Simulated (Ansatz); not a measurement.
# BH₃+ (doublet): the correlation ladder, def2-QZVPP

One table from this session's results is given with a row withheld; the runs are named, their logs left out.

Program: Ansatz 0.2.0, Gaussian basis. Level of theory: def2-QZVPP, core rule «outside noble gas», up to 1 orbitals frozen. These are calculated values, not measurements.

To be run: UHF; ROHF; CCSD(T) on UHF.

2 further runs of the same task are left out: 2 set aside as unsound or not needed.

### What is computed

The geometry is a PBE0/def2-TZVP stationary point (not a proven minimum) of the parent state, kept for this charge and spin.

4 atoms, charge 1, spin multiplicity 2.

Atoms are counted from 1 here; the program's logs count them from 0.

Bond lengths: B1–H2 1.193 Å, B1–H3 1.193 Å, B1–H4 1.193 Å. Angles: H2–B1–H3 120.0°, H2–B1–H4 120.0°, H3–B1–H4 120.0°.

The first run:

in.yaml reads:

```yaml
crystal:
  periodic: [false, false, false]
  atoms:
    - {symbol: B, position_ang: [0.000000, 0.000000, 0.000000]}
    - {symbol: H, position_ang: [1.193377, 0.014556, -0.000258]}
    - {symbol: H, position_ang: [-0.609294, 1.026213, -0.002837]}
    - {symbol: H, position_ang: [-0.584082, -1.040768, 0.003095]}
basis:
  gaussian: {orbitals: "def2-QZVPP.json"}
total_charge: 1
magnetization: {spin_polarized: true, initial_magnetization: 1}
hamiltonian: {xc: hf}
output: {orbitals: {seedname: orbitals}}
```

On the command line:

```bash
> ansatz run in.yaml --threads 1 --pin off --events-out ev --progress --plain --max-ram 2393MiB
```

Steps of the session up to this table: UHF; ROHF; CCSD(T) on UHF.

One table of the session follows, with a row left open; its other results are not shown here.

| method | from UCCSD(T) (meV) |
| --- | --- |
| ROHF | +3122.3 |
| UHF | ? |
| UMP2 | +611.0 |
| UCCSD | +57.8 |
| UCCSD(T) | 0 |

Estimate the missing values for UHF.

As computed: from UCCSD(T) (meV): +2992.0. In the column «from UCCSD(T) (meV)» it lies between UMP2 (+611.0) and ROHF (+3122.3).

To keep in mind: Warnings: coupled cluster took another determinant than the lowest.
